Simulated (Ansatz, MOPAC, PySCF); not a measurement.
Breaking a bond: LiH, singlet.

Computed with: UHF/LANL2DZ = unrestricted Hartree-Fock/LANL2DZ run with PySCF 2.14.0; PM6, restricted, heats of formation (MOPAC); UKS-LDA (SVWN5)/6-31G* = unrestricted LDA (SVWN5)/6-31G*, spherical d run with PySCF 2.14.0; FCI = Ansatz (a first-principles code) with full CI/def2-SVP, frozen core.

Energies relative to the lowest point of each curve near equilibrium, in kcal/mol:

| R / Å | UHF/LANL2DZ | PM6 | UKS-LDA (SVWN5)/6-31G* |
|---|---|---|---|
| 1.19 | 25.5 | 0.8 | 24.2 |
| 1.26 | 16.5 | 0.0 | 15.7 |
| 1.35 | 8.4 | 1.0 | 8.2 |
| 1.52 | 1.1 | 7.5 | 1.2 |
| 1.60 | 0.1 | 11.9 | 0.1 |
| 1.69 | 0.2 | 17.4 | 0.2 |
| 1.74 | 0.8 | 20.6 | 0.6 |
| 2.00 | 7.2 | 38.3 | 6.1 |
| 2.16 | 12.9 | 49.1 | 10.9 |
| 2.65 | 25.2 | 77.9 | 27.0 |
| 3.21 | 29.9 | 101.4 | 42.0 |
| 4.73 | 32.2 | 131.7 | 56.6 |

**Question.** Predict the corresponding FCI column.

**Answer.** 1.19: 22.4; 1.26: 14.0; 1.35: 6.7; 1.52: 0.6; 1.60: 0.0; 1.69: 0.5; 1.74: 1.2; 2.00: 7.3; 2.16: 12.2; 2.65: 27.4; 3.21: 40.3; 4.73: 50.1 (kcal/mol).

The unrestricted determinant behind UHF/LANL2DZ is spin-contaminated at 2.44 to 6.27 Å (<S²> up to 1.0, against 0.00 for a pure singlet). The restricted form behind PM6 keeps the bonding electrons paired and can't separate into open-shell fragments. The unrestricted determinant behind UKS-LDA (SVWN5)/6-31G* is spin-contaminated at 2.91 to 6.27 Å (<S²> up to 1.0, against 0.00 for a pure singlet).
